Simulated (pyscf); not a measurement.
7 gas-phase steps of one pattern: four-centre exchange on the singlet surface, As–Si + H–H or Ge–P + H–H or H–H + N–Si or H–H + P–Si broken and As–H + H–Si or Ge–H + H–P or H–N + H–Si or H–P + H–Si formed. Structures and frequencies: ωB97X-D3(BJ)/def2-SVP in PySCF. Electronic energies in kcal/mol, from the separated reactants; ΔE‡ at ωB97M-D3(BJ)/def2-TZVP, beside the barrier at r²SCAN/def2-TZVP on the same structures. Rows were drawn at random from the steps of this pattern with a verified saddle, stable references and no exit in the data more than 5 kcal/mol lower.

```json
[
 {"row": "1", "step": "H₃Si–PH₂ (SMILES [SiH3]P) + H₂ (SMILES [H][H]) -> PH₃ (SMILES P) + SiH₄ (SMILES [SiH4])", "ΔE‡(r²SCAN)": "63.8", "ΔE‡": "69.2"},
 {"row": "2", "step": "H₃Si–PH–SiH₃ (SMILES [SiH3]P[SiH3]) + H₂ (SMILES [H][H]) → H₃Si–PH₂ (SMILES [SiH3]P) + SiH₄ (SMILES [SiH4])", "ΔE‡(r²SCAN)": "57.5", "ΔE‡": "64.2"},
 {"row": "3", "step": "H₃Si–AsH₂ (SMILES [SiH3][AsH2]) + H₂ (SMILES [H][H]) → AsH₃ (SMILES [AsH3]) + SiH₄ (SMILES [SiH4])", "ΔE‡(r²SCAN)": "61.0", "ΔE‡": "65.8"},
 {"row": "4", "step": "H₃Si–AsH–SiH₃ (SMILES [SiH3][AsH][SiH3]) + H₂ (SMILES [H][H]) -> H₃Si–AsH₂ (SMILES [SiH3][AsH2]) + SiH₄ (SMILES [SiH4])", "ΔE‡(r²SCAN)": "59.4", "ΔE‡": "64.0"},
 {"row": "5", "step": "H₂P–GeH: (SMILES [PH2][GeH]) [singlet] + H₂ (SMILES [H][H]) -> PH₃ (SMILES P) + GeH₂ (SMILES [GeH2]) [singlet]", "ΔE‡(r²SCAN)": "12.7", "ΔE‡": "17.6"},
 {"row": "6", "step": "H₂N–SiH₂–Cl (SMILES N[SiH2]Cl) + H₂ (SMILES [H][H]) -> H₃Si–Cl (SMILES [SiH3]Cl) + NH₃ (SMILES N)", "ΔE‡(r²SCAN)": "48.2", "ΔE‡": "51.0"},
 {"row": "7", "step": "H₂N–SiH(Cl)–Cl (SMILES N[SiH](Cl)Cl) + H₂ (SMILES [H][H]) → Cl–SiH₂–Cl (SMILES Cl[SiH2]Cl) + NH₃ (SMILES N)", "ΔE‡(r²SCAN)": "44.8", "ΔE‡": "?"}
]
```

### Question
Fit ΔE‡ = a + b·ΔE‡(r²SCAN) to the other rows and predict row 7.

### Answer
Over the 6 complete rows the means are +50.4 (ΔE‡(r²SCAN)) and 55.3 (ΔE‡); least squares gives b = 1.01 and a = 4.4 kcal/mol, with residuals of 1.1 kcal/mol (root mean square; largest 2.1, row 6). For row 7: 4.4 + 1.01 × (+44.8) = 49.6 kcal/mol. The computed barrier is 47.3 kcal/mol, 2.3 under the line. The line follows the complete rows closely. Each barrier is that of the saddle found. Elements up to Kr have no core potential and no relativistic terms here.
